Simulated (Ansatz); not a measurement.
A nudged elastic band was laid between two geometries of C$_{2}$H$_{4}$N$_{2}$O (9 atoms, charge 0, multiplicity 1).

Computed with Ansatz, RKS PBE0-D4/6-31G*.

* movable images: 5
* climbing image: from the first iteration
* spring: 5.0 eV/Å²
* optimiser: fire
* start path: IDPP
* force threshold: 0.05 eV/Å
* iteration limit: 60
* end points: relaxed

Initial state:

```xyz
9
Properties=species:S:1:pos:R:3
N -1.493 0.258 0.362
C -0.340 -0.545 0.221
N 1.057 -0.125 0.831
C 0.852 -0.101 -0.410
O 1.453 0.222 -1.547
H -1.269 1.247 0.315
H -1.958 0.077 1.247
H -0.562 -1.610 0.290
H 2.349 0.530 -1.326
```

Final state:

```xyz
9
Properties=species:S:1:pos:R:3
N -1.394 0.304 0.299
C -0.227 -0.502 0.285
N 1.073 -0.089 1.056
C 1.034 -0.044 -0.199
O 1.828 0.326 -1.199
H -1.153 1.289 0.365
H -1.976 0.075 1.099
H -0.460 -1.567 0.306
H 1.362 0.162 -2.031
```

Task: What changes between the two ends?

Result: No bond is made or broken. The dihedral N3–C4–O5–H9 goes from 1 to 179°.

Task: What energy profile does the band end with?

Result: The forces met the threshold. The highest image is number 3 of 0 to 6, 8.4 kcal/mol above the first end and 6.9 kcal/mol above the last; the last end lies 1.4 kcal/mol above the first. The order of the stationary point at the top wasn't checked.

```
image  path coordinate (Å)  energy (kcal/mol)  dihedral N3–C4–O5–H9 (°)
    0                 0.00                0.0                         1
    1                 0.32                1.7                        22
    2                 0.65                6.0                        56
    3                 0.98                8.4                        93
    4                 1.32                6.2                       128
    5                 1.67                2.8                       156
    6                 2.01                1.4                       179
```

Task: What is the geometry of the highest image?

Result: 
```xyz
9
Properties=species:S:1:pos:R:3
N -1.519 0.095 0.272
C -0.261 -0.536 0.230
N 0.997 0.053 1.017
C 0.917 0.126 -0.231
O 1.540 0.732 -1.258
H -1.437 1.104 0.220
H -2.043 -0.149 1.106
H -0.327 -1.624 0.253
H 2.222 0.152 -1.626
```

The band took 58 iterations and of the order of 11 core-minutes.

Run time: 11 min on 1 thread of Arm Neoverse V2 (shared host), peak memory 0.16 GiB.
